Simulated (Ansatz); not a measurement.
# H2NSSi with multiplicity 2: shift of H5 from Si2 to S3, part 2 of 2

Wanted: the energy profile along the shift of H5 from Si2 to S3, from relaxed end points and a band of images. SMILES of the start: N=[SiH][S].

Ansatz 0.2.0; UKS r2SCANh/def2-SVP. Earlier steps stand in the parts before.

### 9 Frames and traces

One step in 15; energies are changes from step 0:

```csv
time (fs),T (K),potential energy change (meV/atom),total energy change (meV/atom),H5–Si2 (Å),H5–S3 (Å)
0.0,300,0.0,0.00,1.64,1.74
7.5,203,7.7,0.16,1.66,1.87
15.0,1035,-56.9,0.17,1.50,2.17
22.5,1605,-101.2,0.00,1.64,2.90
30.0,2046,-135.3,0.08,1.48,3.21
37.5,855,-42.7,0.28,1.60,3.44
45.0,1675,-106.5,0.14,1.46,3.20
52.5,2423,-164.4,0.20,1.64,3.05
60.0,1722,-110.3,-0.04,1.44,2.65
67.5,1969,-129.4,0.04,1.58,2.87
75.0,2870,-199.4,-0.03,1.49,3.23
82.5,1231,-72.0,0.18,1.57,3.54
90.0,2016,-133.0,0.11,1.47,3.37
97.5,2660,-183.0,0.01,1.59,3.13
100.0,1801,-116.1,0.30,1.65,3.05
```

time (fs), T (K) and a bar:
```
      0.0        300 #
      4.5        229 
      8.5        284 #
     13.0        690 #####
     17.5       1664 ###############
     21.5       1701 ################
     26.0       1638 ###############
     30.5       2074 ####################
     35.0       1505 #############
     39.0        623 ####
     43.5       1157 ##########
     48.0       2702 ##########################
     52.0       2556 #########################
     56.5       1907 ##################
     61.0       1398 ############
     65.0       1732 ################
     69.5       1905 ##################
     74.0       2836 ############################
     78.5       2136 ####################
     82.5       1231 ###########
     87.0       1262 ###########
     91.5       2339 ######################
     95.5       3065 ##############################
    100.0       1801 #################
```

The last frame stands with the bonds of end A.

### 10 A trajectory let go at the top

It starts at the highest inner image of the first converged band: 200 steps of 0.5 fs at constant energy, with velocities drawn for 100 K.

Contents of input.yaml:

```yaml
crystal:
  periodic: [false, false, false]
  atoms:
    - { symbol: "N", position_ang: [-1.457666, -0.06402, -0.009795] }
    - { symbol: Si, position_ang: [0.135212, -0.006869, -0.034245] }
    - { symbol: S, position_ang: [1.665248, 0.511955, 1.215771] }
    - { symbol: H, position_ang: [-2.076354, -0.36217, -0.757074] }
    - { symbol: H, position_ang: [1.733559, -0.078896, -0.414656] }
magnetization:
  spin_polarized: true
  initial_magnetization: 1
basis:
  gaussian: { orbitals: def2-SVP }
hamiltonian:
  xc: r2scanh
md:
  timestep: 0.5
  n_steps: 200
  ensemble: nve
  temperature: 100.0
  initial_velocities: maxwell_boltzmann
  seed: 4564
```

Started as:

```sh
$ ansatz run input.yaml --threads 2 --pin off --max-ram 3072MiB --backend cpu --events-out ev --progress --plain --runs-dir out
```

Standard output, shortened:

```text
Warning: RAYON_NUM_THREADS=2 ignored (pool sized by the plan → 2); use --threads N
[...]
Functional definition: r2SCANh
[...]
612 factors; integrals over basis functions are off by at most 4.5e-4 eV
[...]
mean field -20223.69225734 eV, -743.2069823462 hartree, gradient 7.6e-5 eV, S^2 0.759660; 0 other end points of the search recorded, 0 dependent functions left out
[...]
reference -20223.69226501 eV, -743.2069826283 hartree; 20, 19 occupied and 40, 41 virtual orbitals, 612 factors
md step     0: t =     0.00 fs  T =   100.0 K  F+E_penalty+E_count = -20223.69225734 eV  E_kin = 0.038778 eV  conserved = -20223.65347934 eV  (35 SCF iters)
[...]
md step    24: t =    12.00 fs  T =   140.8 K  F+E_penalty+E_count = -20223.70788097 eV  E_kin = 0.054584 eV  conserved = -20223.65329715 eV  (34 SCF iters)
[...]
md step    48: t =    24.00 fs  T =  1563.6 K  F+E_penalty+E_count = -20224.26007312 eV  E_kin = 0.606351 eV  conserved = -20223.65372248 eV  (49 SCF iters)
[...]
md step    72: t =    36.00 fs  T =  1802.9 K  F+E_penalty+E_count = -20224.35333230 eV  E_kin = 0.699117 eV  conserved = -20223.65421486 eV  (45 SCF iters)
[...]
md step    96: t =    48.00 fs  T =  1317.4 K  F+E_penalty+E_count = -20224.16409756 eV  E_kin = 0.510859 eV  conserved = -20223.65323889 eV  (42 SCF iters)
md step    97: t =    48.50 fs  T =  1502.3 K  F+E_penalty+E_count = -20224.23595404 eV  E_kin = 0.582568 eV  conserved = -20223.65338568 eV  (42 SCF iters)
```

### 11 The output, continued: dynamics from the highest image of the converged band

Output, continued, shortened:

```text
md step    98: t =    49.00 fs  T =  1700.4 K  F+E_penalty+E_count = -20224.31300250 eV  E_kin = 0.659371 eV  conserved = -20223.65363169 eV  (38 SCF iters)
[...]
md step   123: t =    61.50 fs  T =  1905.6 K  F+E_penalty+E_count = -20224.39350627 eV  E_kin = 0.738943 eV  conserved = -20223.65456372 eV  (51 SCF iters)
[...]
md step   148: t =    74.00 fs  T =  2103.8 K  F+E_penalty+E_count = -20224.46933966 eV  E_kin = 0.815803 eV  conserved = -20223.65353674 eV  (63 SCF iters)
[...]
md step   173: t =    86.50 fs  T =   801.1 K  F+E_penalty+E_count = -20223.96371099 eV  E_kin = 0.310648 eV  conserved = -20223.65306332 eV  (52 SCF iters)
[...]
md step   198: t =    99.00 fs  T =  2572.2 K  F+E_penalty+E_count = -20224.65215670 eV  E_kin = 0.997462 eV  conserved = -20223.65469469 eV  (45 SCF iters)
md step   199: t =    99.50 fs  T =  2518.7 K  F+E_penalty+E_count = -20224.63114121 eV  E_kin = 0.976691 eV  conserved = -20223.65444998 eV  (44 SCF iters)
[...]
md step   200: t =   100.00 fs  T =  2444.3 K  F+E_penalty+E_count = -20224.60205735 eV  E_kin = 0.947848 eV  conserved = -20223.65420889 eV  (62 SCF iters)
Total energy: -20224.60206473 eV, -743.2404171512 hartree
Atom 0 at    -1.338240     0.001377     0.242000 Å, force     1.181450     0.089105    -0.454929 eV/Å
Atom 1 at     0.353170    -0.019223    -0.252812 Å, force    -1.906929     0.117279    -0.647537 eV/Å
Atom 2 at     1.441210     0.472643     1.285744 Å, force     0.841770    -0.022652     0.323396 eV/Å
Atom 3 at    -1.673890     0.724963     0.919012 Å, force     0.438981    -0.527286    -0.751027 eV/Å
Atom 4 at     0.724456    -0.480214    -1.725434 Å, force    -0.555272     0.343552     1.530097 eV/Å
Dipole moment:    -0.164401     0.091308    -0.389818 e Å
```

It took 7.1 min on 2 threads of AMD EPYC 7R43 (Zen 3), shared host; peak memory 0.21 GiB.

### 12 The trajectory

One step in 11; energies are changes from step 0:

| time (fs) | T (K) | potential energy change (meV/atom) | total energy change (meV/atom) | H5–Si2 (Å) | H5–S3 (Å) |
| --- | --- | --- | --- | --- | --- |
| 0.0 | 100 | 0.0 | 0.00 | 1.64 | 1.74 |
| 5.5 | 63 | 2.9 | 0.02 | 1.68 | 1.79 |
| 11.0 | 116 | -1.2 | 0.03 | 1.61 | 1.82 |
| 16.5 | 521 | -32.6 | 0.06 | 1.55 | 1.99 |
| 22.0 | 1459 | -105.5 | -0.08 | 1.59 | 2.43 |
| 27.5 | 1579 | -114.7 | 0.06 | 1.60 | 2.87 |
| 33.0 | 2027 | -149.5 | -0.09 | 1.51 | 3.17 |
| 38.5 | 1154 | -81.8 | -0.03 | 1.58 | 3.41 |
| 44.0 | 460 | -27.8 | 0.04 | 1.55 | 3.39 |
| 49.5 | 1902 | -139.9 | -0.09 | 1.46 | 3.21 |
| 55.0 | 2384 | -177.2 | -0.11 | 1.64 | 3.15 |
| 60.5 | 1942 | -143.0 | -0.13 | 1.57 | 2.83 |
| 66.0 | 1187 | -84.2 | 0.11 | 1.39 | 2.55 |
| 71.5 | 1658 | -120.8 | 0.01 | 1.61 | 2.82 |
| 77.0 | 2801 | -209.7 | -0.25 | 1.51 | 3.07 |
| 82.5 | 2042 | -150.8 | -0.16 | 1.47 | 3.35 |
| 88.0 | 647 | -42.3 | 0.10 | 1.62 | 3.57 |
| 93.5 | 1576 | -114.5 | -0.06 | 1.43 | 3.34 |
| 99.0 | 2572 | -192.0 | -0.24 | 1.54 | 3.24 |
| 100.0 | 2444 | -182.0 | -0.15 | 1.59 | 3.24 |

time (fs), T (K) and a bar:
```
      0.0        100 
      4.5         69 
      8.5         88 
     13.0        181 #
     17.5        703 #######
     21.5       1403 ###############
     26.0       1571 #################
     30.5       1862 ####################
     35.0       1954 #####################
     39.0       1016 ##########
     43.5        421 ####
     48.0       1317 ##############
     52.0       2603 ############################
     56.5       2111 #######################
     61.0       1933 #####################
     65.0       1187 ############
     69.5       1582 #################
     74.0       2104 ######################
     78.5       2788 ##############################
     82.5       2042 ######################
     87.0        718 #######
     91.5       1216 #############
     95.5       1992 #####################
    100.0       2444 ##########################
```

The last frame stands with the bonds of end A.

### 13 What came out

What follows sums up all 2 parts.

| quantity | value |
| --- | --- |
| end A | 4 moves, 0.273 eV lower |
| end B | 8 moves, 1.427 eV lower |
| barrier forwards | 1.09 eV |
| barrier backwards | 1.39 eV |
| second end relative to first | -0.294 eV |
| highest image | 4 of 0 to 8, climbing |
| band iterations | 8 |
| imaginary modes at the top | 1292i cm⁻¹ |
| trajectory at 300 K, after 100 fs | with the bonds of end A, at 1801 K |
| trajectory at 100 K, after 100 fs | with the bonds of end A, at 2444 K |

What this shows: The top lies 1.09 eV above the first end, or 42 kT at room temperature. Going back costs 1.39 eV, since the second end is 0.29 eV below the first. By distance, end A alone has Si2–H5 and end B alone has S3–H5. One imaginary mode, as a first-order saddle point has. Zero-point energy and entropy are left out. Tunnelling, which matters where hydrogen moves, is missing too.
